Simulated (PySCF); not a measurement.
butadiene (C₄H₆), SMILES C(=C)C=C. Atoms are numbered in the order given.

```xyz
10

C     -0.1091     1.8510     0.0000
C      0.4009     0.6058     0.0000
C     -0.4009    -0.6058     0.0000
C      0.1091    -1.8510     0.0000
H     -1.1918     2.0188     0.0000
H      0.5344     2.7347     0.0000
H      1.4909     0.4692     0.0000
H     -1.4909    -0.4692     0.0000
H     -0.5344    -2.7347     0.0000
H      1.1918    -2.0188     0.0000
```
Charge 0, spin multiplicity 1.

Coordinates come from a r2SCAN-D4/def2-SVP optimisation. Other conformers were not sampled.

Calculation: B3LYP/def2-TZVP (PySCF).

Gas-phase values at a fixed geometry.

**Question.** Estimate the frontier levels, gap, dipole moment and polarisability. (The exact figures need the calculation; the answer reports its results.)

**Answer.** 
```yaml
highest_occupied_level: -6.57 eV
lowest_empty_level: -1.15 eV
orbital_gap: 5.42 eV
dipole_moment: 0.00 D
quadrupole, principal values (traceless, Buckingham form, about the centre of nuclear charge): -5.85, 2.60, 3.25 D·Å
mean_static_polarisability: 54.2 bohr³ (8.03 Å³)
polarisability_principal_values: 30.7, 43.6, 88.2 bohr³
```
